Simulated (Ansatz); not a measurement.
Geometry optimisation, RKS PBE/cc-pVDZ in Ansatz 0.2.0.

input.yaml

```yaml
crystal:
  periodic: [false, false, false]
  atoms:
    - { symbol: Al, position_ang: [0.0, 0.0, 0.0] }
    - { symbol: Cl, position_ang: [0.0, 0.0, 2.23] }
    - { symbol: O, position_ang: [1.5415, 0.0, -0.89] }
    - { symbol: H, position_ang: [1.8414, -0.9519, -1.0449] }
    - { symbol: H, position_ang: [-1.351, 0.0, -0.78] }
basis:
  gaussian: { orbitals: cc-pVDZ }
hamiltonian:
  xc: pbe
relax:
  f_tol: 0.02
  max_steps: 40
```

Command:

```bash
$ ansatz run input.yaml --threads 1 --pin off --max-ram 2048MiB --backend cpu --events-out ev --progress --plain --runs-dir out
```

**Question.** Where does it end, and by what steps?

**Answer.** It converged. After 6 steps the energy has fallen by 0.337 eV; H4 moved furthest, 0.58 Å.

```json
{"step": "0", "energy less start (eV)": "0.0000", "largest force component (eV/Å)": "1.466", "accepted": "yes"}
{"step": "1", "energy less start (eV)": "-0.1013", "largest force component (eV/Å)": "0.944", "accepted": "yes"}
{"step": "2", "energy less start (eV)": "-0.1436", "largest force component (eV/Å)": "1.446", "accepted": "yes"}
{"step": "3", "energy less start (eV)": "-0.1578", "largest force component (eV/Å)": "1.799", "accepted": "yes"}
{"step": "4", "energy less start (eV)": "-0.3176", "largest force component (eV/Å)": "0.474", "accepted": "yes"}
{"step": "5", "energy less start (eV)": "-0.3351", "largest force component (eV/Å)": "0.180", "accepted": "yes"}
{"step": "6", "energy less start (eV)": "-0.3366", "largest force component (eV/Å)": "0.017", "accepted": "yes"}
```

```xyz
5
Properties=species:S:1:pos:R:3
Al -0.074 -0.073 -0.053
Cl 0.127 -0.119 2.082
O 1.285 -0.405 -1.081
H 2.155 -0.617 -0.696
H -1.460 0.263 -0.736
```

Whether the end is a true minimum wasn't checked by a vibrational analysis.

Time of the run: 12 s on 1 thread of Arm Neoverse V1, with other jobs on the host, peak memory 0.12 GiB.
